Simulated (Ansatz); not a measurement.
**C₄H₇F: one species, many methods**

How much do the methods differ for C₄H₇F? The plan is to run it at one geometry with functionals of several rungs and with coupled cluster, and see how far each lands from CCSD(T) at the basis-set limit for the atomisation energy.

Method: functionals in def2-TZVPP, the program's frozen cores in correlated methods; program: Ansatz 0.2.0, Gaussian basis.

Levels to be run: PBE-D4, r2SCAN-D4, PBE0-D4, B3LYP-D4, ωB97X-V, ωB97M-V, B2PLYP; CCSD(T)/def2-TZVPP; MP2/def2-QZVPP; extrapolation to the limit.

## (1) The geometry

All runs share one geometry, relaxed beforehand with PBE0-D4/def2-TZVP.

SMILES `CC(C)=CF`, 12 atoms, charge 0, spin multiplicity 1.

Atoms are counted from 1 here; the program's logs count them from 0.

Bond lengths: C1–C2 1.492 Å, C1–H6 1.089 Å, C1–H7 1.095 Å, C1–H8 1.095 Å, C2–C3 1.494 Å, C2–C4 1.323 Å, C3–H9 1.095 Å, C3–H10 1.091 Å, C3–H11 1.095 Å, C4–F5 1.344 Å, C4–H12 1.084 Å. Angles: C2–C1–H6 112.0°, C2–C1–H7 110.5°, C2–C1–H8 110.5°, H6–C1–H7 108.5°, H6–C1–H8 108.5°, H7–C1–H8 106.8°, C1–C2–C3 117.7°, C1–C2–C4 122.7°, C3–C2–C4 119.6°, C2–C3–H9 110.8°, C2–C3–H10 112.0°, C2–C3–H11 110.8°, H9–C3–H10 108.1°, H9–C3–H11 106.9°, H10–C3–H11 108.1°, C2–C4–F5 122.6°, C2–C4–H12 125.2°, F5–C4–H12 112.2°.

## (2) PBE-D4 (GGA)

Input file in.yaml:

```yaml
crystal:
  periodic: [false, false, false]
  atoms:
    - {symbol: C, position_ang: [-1.337549, -0.269776, 0.300693]}
    - {symbol: C, position_ang: [0.049004, 0.163928, -0.041027]}
    - {symbol: C, position_ang: [1.126633, -0.870252, -0.011423]}
    - {symbol: C, position_ang: [0.348730, 1.412005, -0.363502]}
    - {symbol: F, position_ang: [-0.572497, 2.389392, -0.408927]}
    - {symbol: H, position_ang: [-2.046748, 0.555086, 0.250655]}
    - {symbol: H, position_ang: [-1.368743, -0.693590, 1.309669]}
    - {symbol: H, position_ang: [-1.672119, -1.056892, -0.382785]}
    - {symbol: H, position_ang: [1.207450, -1.318876, 0.984058]}
    - {symbol: H, position_ang: [2.100235, -0.453948, -0.275793]}
    - {symbol: H, position_ang: [0.903720, -1.683893, -0.709325]}
    - {symbol: H, position_ang: [1.338884, 1.771519, -0.618293]}
basis:
  gaussian: {orbitals: def2-TZVPP}
hamiltonian: {xc: pbe, dispersion: d4}
output: {forces: true, orbitals: {seedname: orbitals}}
```

Started as:

```sh
$ ansatz run in.yaml --threads 4 --pin off --events-out ev --progress --plain --max-ram 10444MiB
```

The runs that follow: r2SCAN-D4 (meta-GGA); PBE0-D4 (hybrid); B3LYP-D4 (hybrid); ωB97X-V (range-separated); ωB97M-V (range-separated); B2PLYP (double hybrid); CCSD(T) in def2-TZVPP; MP2 in def2-QZVPP.

**Question.** What will the summary of the whole plan be? Wanted: atomisation energy, CCSD(T)/CBS; farthest; mean size of error, hybrid; mean size of error, range-separated; gap, smallest and largest; T1 diagnostic; triples share of the correlation energy.

**Answer**, as computed:

| quantity | value |
| --- | --- |
| atomisation energy, CCSD(T)/CBS | 50.559 eV |
| functionals within 0.253 eV (0.5 %) | r2SCAN-D4, B3LYP-D4, ωB97X-V, ωB97M-V |
| farthest | PBE-D4 (+1.378 eV) |
| mean size of error, hybrid | 0.303 eV |
| mean size of error, range-separated | 0.133 eV |
| gap, smallest and largest | 5.38 eV (PBE-D4), 12.17 eV (ωB97X-V) |
| T1 diagnostic | 0.0110 |
| triples share of the correlation energy | 3.8 % |

**Reading.** PBE-D4 is off by +1.378 eV, about 0.125 eV a bond. Double hybrids carry the basis error of their MP2 part in triple zeta, and no dispersion term here, so their miss is partly the set-up's. The reference freezes the cores and leaves out relativity and excitations past (T), so misses under about 0.253 eV can't be ranked. Hartree-Fock recovers 75 % of the binding; the rest is correlation. Orbital gaps span 5.4 to 12.2 eV; exact exchange widens them.
